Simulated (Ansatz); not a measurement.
# C₂H₃ClFN: a ladder of functionals and wavefunction methods

How much do the methods differ for C₂H₃ClFN? The plan is to run it at one geometry with functionals of several rungs and with coupled cluster, and see how far each lands from CCSD(T) at the basis-set limit for the atomisation energy.

Computed with Ansatz 0.2.0, Gaussian basis. Level: functionals in def2-TZVPP, the program's frozen cores in correlated methods.

Levels to be run: PBE-D4, r2SCAN-D4, PBE0-D4, B3LYP-D4, ωB97X-V, ωB97M-V, B2PLYP; CCSD(T)/def2-TZVPP; CCSD(T)/def2-QZVPP; extrapolation to the limit.

## 1. The geometry

The geometry comes from an earlier relaxation with PBE0-D4 in a triple-zeta def2 set; it is a stationary point, not always the lowest conformer.

SMILES `C/N=C(\F)Cl`, 8 atoms, charge 0, spin multiplicity 1.

Atoms are counted from 1 here; the program's logs count them from 0.

Bond lengths: C1–N2 1.443 Å, C1–H6 1.092 Å, C1–H7 1.093 Å, C1–H8 1.092 Å, N2–C3 1.234 Å, C3–F4 1.335 Å, C3–Cl5 1.711 Å. Angles: N2–C1–H6 108.4°, N2–C1–H7 114.4°, N2–C1–H8 108.4°, H6–C1–H7 109.2°, H6–C1–H8 107.0°, H7–C1–H8 109.2°, C1–N2–C3 121.1°, N2–C3–F4 126.1°, N2–C3–Cl5 123.7°, F4–C3–Cl5 110.2°.

## 2. PBE-D4 (GGA)

Input file in.yaml:

```yaml
crystal:
  periodic: [false, false, false]
  atoms:
    - {symbol: C, position_ang: [-0.602711, -0.261566, 0.896068]}
    - {symbol: N, position_ang: [-0.094071, 0.717445, -0.033854]}
    - {symbol: C, position_ang: [0.636520, 0.387383, -0.972338]}
    - {symbol: F, position_ang: [1.043470, -0.852923, -1.253758]}
    - {symbol: Cl, position_ang: [1.276243, 1.490821, -2.112096]}
    - {symbol: H, position_ang: [-1.693423, -0.208146, 0.890007]}
    - {symbol: H, position_ang: [-0.291324, -1.287645, 0.685524]}
    - {symbol: H, position_ang: [-0.274714, 0.014643, 1.900458]}
basis:
  gaussian: {orbitals: def2-TZVPP}
hamiltonian: {xc: pbe, dispersion: d4}
output: {forces: true, orbitals: {seedname: orbitals}}
```

The run is started by

```
$ ansatz run in.yaml --threads 2 --pin off --events-out ev --progress --plain --max-ram 32768MiB --backend cpu
```

The runs that follow: r2SCAN-D4 (meta-GGA); PBE0-D4 (hybrid); B3LYP-D4 (hybrid); ωB97X-V (range-separated); ωB97M-V (range-separated); B2PLYP (double hybrid); CCSD(T) in def2-TZVPP; CCSD(T) in def2-QZVPP.

**Question.** What will the summary of the whole plan be? Wanted: atomisation energy, CCSD(T)/CBS; farthest; mean size of error, hybrid; mean size of error, range-separated; gap, smallest and largest; T1 diagnostic; triples share of the correlation energy.

As calculated:

```
                               quantity                                 value
        atomisation energy, CCSD(T)/CBS                         3027.0 kJ/mol
 functionals within 15.1 kJ/mol (0.5 %)   none; nearest B2PLYP (-16.3 kJ/mol)
                               farthest                PBE-D4 (+162.2 kJ/mol)
             mean size of error, hybrid                           34.5 kJ/mol
    mean size of error, range-separated                           29.4 kJ/mol
              gap, smallest and largest  5.60 eV (PBE-D4), 13.05 eV (ωB97X-V)
                          T1 diagnostic                                0.0120
triples share of the correlation energy                                 4.1 %
```

What this shows: PBE-D4 misses by +162.2 kJ/mol. Double hybrids carry the basis error of their MP2 part in triple zeta, and no dispersion term here, so their miss is partly the set-up's. Misses under about 15.1 kJ/mol are within the doubt on the reference itself, which lacks core-valence correlation, relativity and higher excitations. Hartree-Fock recovers 67 % of the binding; the rest is correlation. Orbital gaps span 5.6 to 13.1 eV; exact exchange widens them.
